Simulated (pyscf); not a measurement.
Structures and frequencies: ωB97X-D3(BJ)/def2-SVP in PySCF.

Estimate the classical barrier height and the reaction energy of O=Si(F)–F (SMILES O=[Si](F)F) + H₂O (SMILES O) -> O=Si(OH)–F (SMILES O=[Si](O)F) + HF (SMILES F) at PBE0-D3(BJ)/def2-TZVP. The step runs on the singlet surface, breaks F–Si, H–O and forms O–Si, F–H; take the separated reactants as zero.

ΔE‡ = -0.21 eV, ΔE = +0.14 eV. CCSD(T)/def2-TZVPP + ΔMP2(QZVPP) gives -0.03 eV and +0.17 eV. Zero-point energy shifts the barrier by +0.03 eV. It is a four-centre exchange, with an imaginary mode of 664i cm⁻¹. On the reactant side the descent ends in an adduct with a O–Si contact, 1.40 eV under the separated species and 1.26 eV under the saddle at ωB97X-D3(BJ)/def2-TZVP. On the product side the descent ends in an adduct with a F–Si contact, 0.44 eV under the separated species and 0.16 eV under the saddle at ωB97X-D3(BJ)/def2-TZVP. At PBE0-D3(BJ) the saddle lies under the separated reactants, which points to a path from their complex (located at ωB97X-D3(BJ) alone). At PBE0-D3(BJ) the saddle lies under the separated products, which points to a path from their complex (located at ωB97X-D3(BJ) alone), and parting the products costs more than the saddle. What is counted as formed (O–Si) is already present as a longer contact in the reactant adduct; forming that adduct is a step of its own. What is counted as broken (F–Si) persists as a longer contact in the product adduct; parting that adduct is a step of its own. At ωB97X-D3(BJ)/def2-TZVP the barrier from the zero used here is -0.14 eV. The same reactants have a lower exit, to HO–Si(OH)(F)–F (barrier -1.17 eV at ωB97M-D3(BJ)/def2-TZVP, against -0.13 eV here). One saddle was located; it need not be the lowest between these sides. The CCSD(T) − MP2 part came from Ansatz, without density fitting, on the same reference.
